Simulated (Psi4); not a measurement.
**SiH4O (SMILES O[SiH3]): a chain of runs**

Aim: a structure relaxation (B3LYP-D4/pcseg-1), then the harmonic vibrations, then the energy (MP2-F12/cc-pVDZ-F12), then the vertical excitations (TDA-B3LYP/pcseg-1) of SiH4O. The job is set up through a Python script.

The calculation is run with Psi4 1.11.

## 1. Starting point

The species is SiH4O (6 atoms), meant as a singlet with charge 0. SMILES: `O[SiH3]`. The shape is that of a PBE0-D4/def2-TZVP optimisation. The run starts from this shape.

Bond lengths: O1–Si2 1.648 Å, O1–H3 0.957 Å, Si2–H4 1.489 Å, Si2–H5 1.481 Å, Si2–H6 1.489 Å. Angles: O1–Si2–H4 111.7°, O1–Si2–H5 105.9°, O1–Si2–H6 111.7°, Si2–O1–H3 117.9°, H4–Si2–H5 109.9°, H4–Si2–H6 107.9°, H5–Si2–H6 109.9°.

## 2. A structure relaxation at B3LYP-D4/pcseg-1 (density fitting) (run 1)

h4osi.py reads:

```python
import psi4

psi4.set_memory('1600 MB')
psi4.set_num_threads(1)
psi4.core.set_output_file('run.log', False)

molecule = psi4.geometry("""
0 1
O
Si 1 1.647706
H 1 0.957473 2 117.85986
H 2 1.488968 1 111.66652 3 -60.47821
H 2 1.480514 4 109.85598 1 117.21614
H 2 1.489025 5 109.8626 4 -118.50774
symmetry c1
""")

options = {'basis': 'pcseg-1', 'reference': 'rks', 'geom_maxiter': 60}
psi4.set_options(options)

result, w = psi4.optimize('b3lyp-d4', molecule=molecule, return_wfn=True)
print(f'total energy {result:.8f} hartree = {result * 27.211386:.5f} eV')
print(molecule.to_string(dtype='xyz', units='Angstrom'))
```

Command:

```
python h4osi.py
```

run.log, cut to the lines that bear on the results:

```text
[...]
  Running in c1 symmetry.
[...]
  Nuclear repulsion =   64.754900530719269
[...]
  Multiplicity = 1
[...]
  Nalpha       = 13
  Nbeta        = 13
[...]
    Number of basis functions: 52
[...]
   @DF-RKS iter   1:  -366.96271910398616   -2.72570e-01   1.31822e-02 DIIS/ADIIS
[...]
   @DF-RKS iter   6:  -367.14871175397815   -7.38964e-13   5.46915e-09 DIIS
[...]
    Orbital Energies [Eh]
    ---------------------
    Doubly Occupied:
       1A    -66.134183     2A    -19.125718     3A     -5.303129
       4A     -3.666599     5A     -3.664289     6A     -3.664179
       7A     -1.007297     8A     -0.571197     9A     -0.475888
      10A     -0.383543    11A     -0.380378    12A     -0.333959
      13A     -0.309324
[...]
  @DF-RKS Final Energy:  -367.14871175397815
   => Energetics <=
    Nuclear Repulsion Energy =             64.0282479582628383
    One-Electron Energy =                -634.4182389038121528
    Two-Electron Energy =                 228.2880970109256396
    DFT Exchange-Correlation Energy =     -25.0429815405284195
    Empirical Dispersion Energy =          -0.0038362788259486
    VV10 Nonlocal Energy =                  0.0000000000000000
    Total Energy =                       -367.1487117539780911
[...]
 Multipole Moments:
 ------------------------------------------------------------------------------------
     Multipole            Electronic (a.u.)      Nuclear  (a.u.)        Total (a.u.)
 ------------------------------------------------------------------------------------
 L = 1.  Multiply by 2.5417464519 to convert [e a0] to [Debye]
 Dipole X            :          0.0000242           -0.0000334           -0.0000092
 Dipole Y            :         -0.1112677            0.6801321            0.5688644
 Dipole Z            :         -1.5124930            1.5760831            0.0635901
 Magnitude           :                                                    0.5724075
[...]
  -Total Gradient:
     Atom            X                  Y                   Z
    ------   -----------------  -----------------  -----------------
       1        0.000001711624     0.000099209293    -0.000010499876
       2       -0.000000242940    -0.000006749904     0.000074610269
       3       -0.000001359070    -0.000090889325    -0.000008602331
       4       -0.000010530565    -0.000002673903    -0.000018400189
       5       -0.000000240648    -0.000005708864    -0.000027902039
       6        0.000010675731    -0.000002068146    -0.000018409159
[...]
    Final optimized geometry and variables:
    Molecular point group: c1
    Full point group: C1
    Geometry (in Angstrom), charge = 0, multiplicity = 1:
    O
    SI            1    1.673180
    H             1    0.966240      2  117.813474
    H             2    1.493469      1  111.907135      3  -60.501590
    H             2    1.483522      4  109.816939      1  117.096149
    H             2    1.493472      5  109.818215      4 -118.206263
[...]
```

The script printed:

```text
Some dependencies such as QCElemental have not yet finished migration to pydantic v2. If issues are encountered please downgrade pydantic or upgrade QCElemental as appropriate
	Previous geometry is closer to target in internal coordinates, so using that one.

	Best geometry has RMS(Delta(q)) = 1.53e-06

	Previous geometry is closer to target in internal coordinates, so using that one.

	Best geometry has RMS(Delta(q)) = 4.38e-07

	Previous geometry is closer to target in internal coordinates, so using that one.

	Best geometry has RMS(Delta(q)) = 8.81e-09

Optimizer: Optimization complete!
total energy -367.14871175 hartree = -9990.62531 eV
6
0 1 H4OSi
O                     0.000000816280    -0.016639075351    -1.102913589962
Si                    0.000000816280    -0.016639075351     0.570266770690
H                     0.000000816280     0.837972577836    -1.553756073807
H                     1.206006395886     0.665641865132     1.127484908351
H                    -0.000770410330    -1.444612710690     0.972420757297
H                    -1.205272416473     0.666968307063     1.127451580505
```

Wall time 20 s (1 thread of Intel Xeon Platinum 8375C at 2.90GHz (Ice Lake), shared host); peak memory 0.43 GiB.

Step by step:

```csv
step,energy from the first frame kept (eV),largest force (eV/Å)
0,0.0000,0.6461
1,-0.0119,0.1927
2,-0.0125,0.0486
3,-0.0126,0.0140
4,-0.0126,0.0051
```

After the run. Bond lengths: O1–Si2 1.673 Å, O1–H3 0.966 Å, Si2–H4 1.493 Å, Si2–H5 1.484 Å, Si2–H6 1.493 Å. Angles: O1–Si2–H4 111.9°, O1–Si2–H5 105.7°, O1–Si2–H6 111.9°, Si2–O1–H3 117.8°, H4–Si2–H5 109.8°, H4–Si2–H6 107.7°, H5–Si2–H6 109.8°.

## 3. The harmonic vibrations at B3LYP-D4/pcseg-1 (density fitting) (run 2)

calc.py reads:

```python
import psi4

psi4.set_memory('1600 MB')
psi4.set_num_threads(1)
psi4.set_output_file('run.log', False)

geom = psi4.geometry("""
O
Si 1 1.67318
H 1 0.96624 2 117.81349
H 2 1.493469 1 111.90715 3 -60.50155
H 2 1.483522 4 109.81693 1 117.0962
H 2 1.493472 5 109.81819 4 -118.20621
units angstrom
""")

psi4.set_options({
    'basis': 'pcseg-1',
    't': 298.15,
    'rotational_symmetry_number': 1,
})

result = psi4.frequencies("b3lyp-d4", molecule=geom)
print(f'total energy {result:.8f} hartree = {result * 27.211386:.5f} eV')
```

Command:

```
python calc.py
```

run.log, cut to the lines that bear on the results:

```text
[...]
  Running in c1 symmetry.
[...]
  Nuclear repulsion =   64.028247651620759
[...]
  Multiplicity = 1
[...]
  Nalpha       = 13
  Nbeta        = 13
[...]
    Number of basis functions: 52
[...]
   @DF-RKS iter   1:  -366.96532004481111   -3.02778e-01   1.30885e-02 ADIIS/DIIS
[...]
   @DF-RKS iter  10:  -367.14871134144579   -1.13687e-13   2.14132e-09 DIIS
[...]
  @DF-RKS Final Energy:  -367.14871134144579
   => Energetics <=
    Nuclear Repulsion Energy =             64.0288776373030970
    One-Electron Energy =                -634.4196682422511913
    Two-Electron Energy =                 228.2889450771456268
    DFT Exchange-Correlation Energy =     -25.0430294902372523
    Empirical Dispersion Energy =          -0.0038363234061111
    VV10 Nonlocal Energy =                  0.0000000000000000
    Total Energy =                       -367.1487113414457895
[...]
  -Total Gradient:
     Atom            X                  Y                   Z
    ------   -----------------  -----------------  -----------------
       1       -0.000043263844     0.000180990874    -0.000005633375
       2       -0.000137408090     0.000182359550     0.000119514491
       3        0.000000351660    -0.000085655024    -0.000022917376
       4       -0.000001587922    -0.000015889334    -0.000022459256
       5        0.000005098198    -0.000161555424     0.000086606473
       6        0.000176727910    -0.000109294467    -0.000164284613
[...]
  ==> Harmonic Vibrational Analysis <==
[...]
  Freq [cm^-1]                 218.2631            675.4392            716.5968
[...]
  IR activ [km/mol]            122.6594            76.0296             73.1384
[...]
  Freq [cm^-1]                 821.3165            883.2418            945.7907
[...]
  IR activ [km/mol]            177.4249            22.0330             93.7094
[...]
  Freq [cm^-1]                 967.3371           1014.1643           2214.4722
[...]
  IR activ [km/mol]            109.4406            239.7304            217.6731
[...]
  Freq [cm^-1]                2219.5497           2274.6886           3848.7517
[...]
  IR activ [km/mol]            117.4927            125.3864            100.3692
[...]
  Total E_0, Enthalpy at 0 [K]                                                         -367.11043942 [Eh]
[...]
  Total H, Enthalpy at  298.15 [K]                                                     -367.10564828 [Eh]
[...]
  Total G, Gibbs energy at  298.15 [K]                                                 -367.13485615 [Eh]
[...]
```

The script printed:

```text
Warning: used thermodynamics relations inappropriate for low-frequency modes: ['218.2631']
total energy -367.14871175 hartree = -9990.62531 eV
```

It took 2.5 min on 1 thread of Intel Xeon Platinum 8375C at 2.90GHz (Ice Lake), shared host; peak memory 0.42 GiB.

## 4. A single-point energy at MP2-F12/cc-pVDZ-F12 (density fitting, density fitting for correlation) (run 3)

h4osi.py reads:

```python
import psi4

psi4.set_memory('1600 MB')
psi4.set_num_threads(1)
psi4.set_output_file('h4osi.out', False)

geom = psi4.geometry("""
0 1
O      1.21613892    -1.97316887     0.80327911
Si    -0.07415663     0.66882888    -0.35959976
H      0.13256429    -3.11438015     1.72930349
H     -2.14613550     0.11028820    -2.19263410
H      2.00751275     2.02189168    -1.66160028
H     -1.14937111     2.30021999     1.67696375
units bohr
""")

psi4.set_options(dict(freeze_core=True))

result = psi4.energy('mp2-f12/cc-pVDZ-F12', molecule=geom)
print('E =', round(result, 9))
for k, v in sorted(psi4.core.scalar_variables().items()):
    print(f'{k:45s} {v:18.10f}')
```

Command:

```
python h4osi.py
```

h4osi.out, cut to the lines that bear on the results:

```text
[...]
  Running in c1 symmetry.
[...]
  Nuclear repulsion =   64.028264406653378
[...]
  Multiplicity = 1
[...]
  Nalpha       = 13
  Nbeta        = 13
[...]
    Number of basis functions: 105
[...]
   @DF-RHF iter   1:  -366.11373189031508   -6.82783e-01   4.50932e-03 ADIIS/DIIS
[...]
   @DF-RHF iter  10:  -366.20858546457532   -1.63709e-11   8.00614e-09 DIIS
[...]
    Orbital Energies [Eh]
    ---------------------
    Doubly Occupied:
       1A    -68.799274     2A    -20.564056     3A     -6.142496
       4A     -4.249087     5A     -4.248871     6A     -4.248664
       7A     -1.339307     8A     -0.756751     9A     -0.648493
      10A     -0.553672    11A     -0.549536    12A     -0.475072
      13A     -0.457884
[...]
  @DF-RHF Final Energy:  -366.20858546457532
   => Energetics <=
    Nuclear Repulsion Energy =             64.0282644066533777
    One-Electron Energy =                -634.4073719094395756
    Two-Electron Energy =                 204.1705220382108337
    Total Energy =                       -366.2085854645753216
[...]
 Multipole Moments:
 ------------------------------------------------------------------------------------
     Multipole            Electronic (a.u.)      Nuclear  (a.u.)        Total (a.u.)
 ------------------------------------------------------------------------------------
 L = 1.  Multiply by 2.5417464519 to convert [e a0] to [Debye]
 Dipole X            :          0.7238192           -1.2459199           -0.5221007
 Dipole Y            :         -1.2362394            1.1361669           -0.1000724
 Dipole Z            :          0.5130815           -0.3216047            0.1914768
 Magnitude           :                                                    0.5650372
[...]
```

On the terminal:

```text
E = -366.643245309
CURRENT CORRELATION ENERGY                         -0.4268582711
CURRENT ENERGY                                   -366.6432453090
CURRENT REFERENCE ENERGY                         -366.2163870378
CUSTOM SCS-MP2 CORRELATION ENERGY                  -0.3486174614
CUSTOM SCS-MP2 TOTAL ENERGY                      -366.5572029260
DD SOLVATION ENERGY                                 0.0000000000
F12 CABS CORRECTION ENERGY                         -0.0078015732
HF KINETIC ENERGY                                 366.0153759511
HF POTENTIAL ENERGY                              -732.2239614157
HF TOTAL ENERGY                                  -366.2085854646
HF VIRIAL RATIO                                     2.0005278727
HF-CABS TOTAL ENERGY                             -366.2163870378
MP2 CORRELATION ENERGY                             -0.3451395869
MP2 DOUBLES ENERGY                                 -0.3451395869
MP2 OPPOSITE-SPIN CORRELATION ENERGY               -0.2695049221
MP2 SAME-SPIN CORRELATION ENERGY                   -0.0756346648
MP2 SINGLES ENERGY                                 -0.0000000000
MP2 TOTAL ENERGY                                 -366.5537250514
MP2-F12 CORRECTION ENERGY                          -0.0817186843
MP2-F12 CORRELATION ENERGY                         -0.4268582711
MP2-F12 DOUBLES ENERGY                             -0.4268582711
MP2-F12 OPPOSITE-SPIN CORRELATION ENERGY           -0.3381896244
MP2-F12 SAME-SPIN CORRELATION ENERGY               -0.0886686467
MP2-F12 SINGLES ENERGY                              0.0000000000
MP2-F12 TOTAL ENERGY                             -366.6432453090
NUCLEAR REPULSION ENERGY                           64.0282644067
ONE-ELECTRON ENERGY                              -634.4073719094
PCM POLARIZATION ENERGY                             0.0000000000
PE ENERGY                                           0.0000000000
SCF ITERATION ENERGY                             -366.2085854646
SCF ITERATIONS                                     10.0000000000
SCF TOTAL ENERGY                                 -366.2085854646
SCS-MP2 CORRELATION ENERGY                         -0.3486174614
SCS-MP2 TOTAL ENERGY                             -366.5572029260
TWO-ELECTRON ENERGY                               204.1705220382
```

Run time: 39 s. Hardware: 1 thread of Intel Xeon Platinum 8375C at 2.90GHz (Ice Lake), shared host; peak memory 2 GiB.

[end of part 1 of 2]
